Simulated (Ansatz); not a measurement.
Lattice constant a of some transition metals

Method: PBE0 (Ansatz, an electronic-structure program, PAW). References are measured values corrected to a static lattice or taken at low temperature (these still hold zero-point motion). The table is a random draw of 10 from 15 solids with such references.

Values in Å.

```
solid                     reference   PBE0  error (%)
------------------------  ---------  -----  ---------
antiferromagnetic bcc Cr      2.877  3.045      +5.84
bcc V                         3.021  2.962      -1.95
bcc Nb                        3.294  3.301      +0.21
fcc Pd                        3.876  3.911      +0.90
fcc Ag                        4.062  4.137      +1.85
bcc Ta                        3.299  3.310      +0.33
fcc Rh                        3.794  3.781      -0.34
fcc Pt                        3.913  3.927      +0.36
fcc Ir                        3.831  3.826      -0.13
bcc Mo                        3.141  3.138      -0.10
```

Over these 10 solids the mean error is +0.70 %, the mean absolute error 1.20 % (median 0.35 %), and the worst case antiferromagnetic bcc Cr at +5.84 %; the value is too high in 6 of 10 cases. Over all 15 the mean error is +0.79 % and the mean absolute error 1.13 % (median 0.35 %).

All these references are brought to a static lattice.

Spin–orbit coupling is left out, also for the solids with elements from indium on (bcc Ta, fcc Pt, fcc Ir); its size isn't shown.

Differences are worked out from the printed values.

Caveats: the cell is over a tenth larger than the published one (another phase or state, or a fault of the published cell, is possible) (antiferromagnetic bcc Cr); the commensurate order stands in for chromium's spin-density wave, and the size of the moments varies much between levels (antiferromagnetic bcc Cr). Ansatz's density-functional and Hartree–Fock values are scalar-relativistic unless marked +SOC, with PAW data made under PBE.

Ansatz's runs of these crystals have no spin polarisation, but for antiferromagnetic bcc Cr. A magnetic state wasn't tried for bcc V, fcc Pd, fcc Rh, fcc Pt with meta-GGA or hybrid levels, which favour moments.

Density-functional runs with spin start from opposed moments for antiferromagnetic bcc Cr.

Not in this set, of the transition metals with a reference value in our tables and a result at some level: 11 for a reference at room or unstated temperature (hcp Co, hcp Hf, double-hcp La, hcp Os, hcp Re and 6 more). These can be a level's worst cases. Values held back for tests aren't counted. Layered and molecular crystals are counted apart. The metals Ce to Yb are counted apart.

References as tabulated in Mejia-Rodriguez and Trickey (2018), arXiv:1807.09216; Levämäki et al. (2014), arXiv:1402.3671.
